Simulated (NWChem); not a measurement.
# pyrrole (C₄H₅N); SMILES c1ccc[nH]1

Program: NWChem. Structure relaxed at the PBE0/def2-SVP level. Level: PBE0/def2-SVP with SMD (1 M gas to 1 M solution), gas-phase geometry.

For solvent toluene:

solvation free energy (kcal/mol): -6.1
cavity-dispersion-structure term (kcal/mol): -2.2
dipole in solution (D): 2.44

Question: What are these values for solvent water?

Answer: 
| Quantity | Result |
|---|---|
| solvation free energy (kcal/mol) | -4.0 |
| cavity-dispersion-structure term (kcal/mol) | 3.3 |
| dipole in solution (D) | 2.84 |
